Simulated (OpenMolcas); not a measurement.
**BNH4 (SMILES BN): the energy, rung by rung**

The species is BNH4 (6 atoms), meant as a singlet with charge 0. As SMILES, `BN`. Geometry: relaxed at PBE0-D4/def2-TZVP.

```xyz
6

B    -0.1282   -0.6796   -0.0256
N     0.1461    0.6774    0.0108
H     0.2258   -1.3680    0.8875
H    -0.7120   -1.1287   -0.9692
H    -0.1216    1.3137   -0.7208
H     0.6320    1.1214    0.7713
```

Each level gives the energy change with the N2–H5 bond stretched from 1.006 to 1.509 Å (eV). The values are calculated.

```json
{"level": "HF/STO-3G (restricted)", "kind": "Hartree–Fock", "program": "OpenMolcas", "value (eV)": "3.38", "less FCI/STO-3G": "+1.05"}
{"level": "SVWN5/STO-3G (restricted)", "kind": "LDA", "program": "OpenMolcas", "value (eV)": "2.38", "less FCI/STO-3G": "+0.05"}
{"level": "PBE/STO-3G (restricted)", "kind": "GGA", "program": "OpenMolcas", "value (eV)": "2.28", "less FCI/STO-3G": "-0.05"}
{"level": "r2SCAN/STO-3G (restricted)", "kind": "meta-GGA", "program": "OpenMolcas", "value (eV)": "2.51", "less FCI/STO-3G": "+0.18"}
{"level": "M06-2X/STO-3G (restricted)", "kind": "hybrid meta-GGA", "program": "OpenMolcas", "value (eV)": "2.71", "less FCI/STO-3G": "+0.38"}
{"level": "PBE0/STO-3G (restricted)", "kind": "global hybrid", "program": "OpenMolcas", "value (eV)": "2.64", "less FCI/STO-3G": "+0.31"}
{"level": "MP2/STO-3G (restricted)", "kind": "perturbation theory", "program": "OpenMolcas", "value (eV)": "2.69", "less FCI/STO-3G": "+0.36"}
{"level": "ACPF/STO-3G (restricted)", "kind": "coupled cluster or CI", "program": "OpenMolcas", "value (eV)": "2.31", "less FCI/STO-3G": "-0.02"}
{"level": "FCI/STO-3G", "kind": "exact in the basis", "program": "OpenMolcas", "value (eV)": "2.33", "less FCI/STO-3G": "0.00"}
```

FCI/STO-3G is exact within its basis and frozen core, so for wave-function methods in that basis the difference is their error; functionals converge differently with the basis, so for them it is only a difference. Spin-restricted single references rise too steeply as a bond breaks, Hartree–Fock most of all. The first shape isn't each level's own minimum. The values span 2.28 to 3.38 eV. All rows use very small basis sets, so even the best lies far from the true value.
